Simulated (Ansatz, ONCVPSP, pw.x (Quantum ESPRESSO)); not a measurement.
What a changed setting does to a pw.x run (diamond Si)

Potential: optimised norm-conserving Vanderbilt (ONCV), ONCVPSP 4.0.1.1 (patched build), PBE; core [Ne], reference 3s2 3p2; waves: 3s: rc 1.90 bohr, ncon 4, nbas 8, qcut 2.9 1/bohr, 1 projector; 3p: rc 2.25 bohr, ncon 4, nbas 8, qcut 3 1/bohr, 2 projectors, debl 3.1 Ha; d scattering state at 0.1 Ha: rc 2.15 bohr, ncon 4, nbas 9, qcut 4.6 1/bohr, 2 projectors, debl 0.7 Ha; local part: polynomial inside 1.60 bohr (lpopt 2, dvloc0 0 Ha); core correction: Teter function fitted to the true core (icmod 2), fcfact 0.55.

The reference run (k-mesh 8³, cutoffs 110/440 Ry, Fermi–Dirac 0.01 Ry, mixing_beta 0.4, conv_thr 1e-9, no spin) gives -0.52 GPa at 20.463 Å³/atom, where all-electron LAPW gives -0.05 GPa. This run, with its own iteration cap, changes degauss to 0.02.

```
&control
  calculation='scf', prefix='x', pseudo_dir='./', outdir='./tmp', tstress=.true., disk_io='none'
/
&system
  ibrav=0, nat=2, ntyp=1, ecutwfc=110, ecutrho=440, nbnd=11,
  occupations='smearing', smearing='fd', degauss=0.02
/
&electrons
  conv_thr=1e-09, mixing_beta=0.4, electron_maxstep=50
/
ATOMIC_SPECIES
Si 1.0 Si.UPF
CELL_PARAMETERS angstrom
  0.00000000 2.73520428 2.73520428
  2.73520428 0.00000000 2.73520428
  2.73520428 2.73520428 0.00000000
ATOMIC_POSITIONS crystal
Si 0.0000 0.0000 0.0000
Si 0.2500 0.2500 0.2500
K_POINTS automatic
8 8 8 0 0 0
```

```bash
pw.x < Si.scf.in > Si.scf.out
```

Task: How does the run end?

Result: It converges in 6 iterations; the free energy moves by -6.0 meV/atom and the pressure by -0.06 GPa. In a metal, with Fermi–Dirac smearing, F lies below its zero-width value by a term in the square of the width.

```
Message from routine setup:
     using ibrav=0 with symmetry is DISCOURAGED, use correct ibrav instead
     lattice parameter (alat)  =       7.3098  a.u.
     unit-cell volume          =     276.1823 (a.u.)^3
     number of electrons       =         8.00
     number of Kohn-Sham states=           11
     kinetic-energy cutoff     =     110.0000  Ry
     charge density cutoff     =     440.0000  Ry
     scf convergence threshold =      1.0E-09
     Exchange-correlation= PBE
     number of k points=    29  Fermi-Dirac smearing, width (Ry)=  0.0200
     iteration #  1     ecut=   110.00 Ry     beta= 0.40
     total energy              =     -20.33770490 Ry
     estimated scf accuracy    <       0.05448801 Ry
     iteration #  2     ecut=   110.00 Ry     beta= 0.40
     total energy              =     -20.33497568 Ry
     estimated scf accuracy    <       0.01542300 Ry
     iteration #  3     ecut=   110.00 Ry     beta= 0.40
     total energy              =     -20.33558468 Ry
     estimated scf accuracy    <       0.00017733 Ry
     iteration #  4     ecut=   110.00 Ry     beta= 0.40
     total energy              =     -20.33559858 Ry
     estimated scf accuracy    <       0.00000114 Ry
     iteration #  5     ecut=   110.00 Ry     beta= 0.40
     total energy              =     -20.33559911 Ry
     estimated scf accuracy    <       0.00000010 Ry
     iteration #  6     ecut=   110.00 Ry     beta= 0.40
     the Fermi energy is     6.2325 ev
!    total energy              =     -20.33559913 Ry
     estimated scf accuracy    <          8.0E-10 Ry
     smearing contrib. (-TS)   =      -0.00339173 Ry
     The total energy is F=E-TS. E is the sum of the following terms:
     one-electron contribution =       4.84758248 Ry
     hartree contribution      =       1.11564149 Ry
     xc contribution           =      -9.62057729 Ry
     ewald contribution        =     -16.67485408 Ry
     convergence has been achieved in   6 iterations
          total   stress  (Ry/bohr**3)                   (kbar)     P=       -5.78
     Message from routine punch:
     Nothing written, as per user request (disk_io='none')
```

The run took about 32 s on one core of a shared host (Intel(R) Xeon(R) Platinum 8259CL CPU @ 2.50GHz, 96 threads, 755 GiB, load 29).
